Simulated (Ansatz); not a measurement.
These are frozen-core CCSD(T)/cc-pVTZ // PBE0-D3(BJ)/def2-SVP run with Ansatz (an electronic-structure program) values and carry that method's errors.

Ansatz 0.2 input:
```yaml
crystal:
  periodic: [false, false, false]
  atoms:
    - { symbol: O, position_ang: [0.005164, 0.398806, -0.000001] }
    - { symbol: H, position_ang: [-0.756539, -0.189642, 0.000003] }
    - { symbol: H, position_ang: [0.751377, -0.209163, -0.000002] }
basis:
  gaussian: { orbitals: cc-pVTZ }
correlation:
  method: ccsd_t
```

Output:

```
Functional definition: HF
342 factors; integrals over basis functions are off by at most 6.9e-4 eV
mean field evaluation 1: about -2067.8724 eV, gradient 3.2e1 eV
mean field evaluation 2: about -2067.8725 eV, gradient 3.2e1 eV
mean field evaluation 4: about -2069.5999 eV, gradient 1.4e0 eV
mean field evaluation 8: about -2069.6070 eV, gradient 3.4e-5 eV
mean field evaluation 16: about -2069.6065 eV, gradient 3.3e-1 eV
mean field -2069.60699616 eV, -76.0566542787 hartree, gradient 1.0e-6 eV, S^2 0.000000; 0 other end points of the search recorded, 0 dependent functions left out
1 core orbitals not correlated
reference -2069.60699616 eV, -76.0566542787 hartree; 4, 4 occupied and 53, 53 virtual orbitals, 342 factors
second order -7.12880818 eV of doubles, -0.00000000 eV of singles
cycle   1  -7.13548969 eV  change   -6.7e-3 eV  update   3.8e-2
cycle   2  -7.26818288 eV  change   -1.3e-1 eV  update   1.0e-2
cycle   3  -7.28850864 eV  change   -2.0e-2 eV  update   3.9e-3
cycle   4  -7.28782595 eV  change    6.8e-4 eV  update   7.2e-4
cycle   5  -7.28828151 eV  change   -4.6e-4 eV  update   2.6e-4
cycle   6  -7.28830196 eV  change   -2.0e-5 eV  update   8.2e-5
cycle   7  -7.28830733 eV  change   -5.4e-6 eV  update   2.6e-5
cycle   8  -7.28829775 eV  change    9.6e-6 eV  update   6.6e-6
cycle   9  -7.28829491 eV  change    2.8e-6 eV  update   1.2e-6
perturbative correction -0.20958088 eV, -0.0077019552 hartree
Total energy: -2077.10487194 eV, -76.3321961316 hartree
```

Cost: about 1.4 core-seconds (a rough figure).
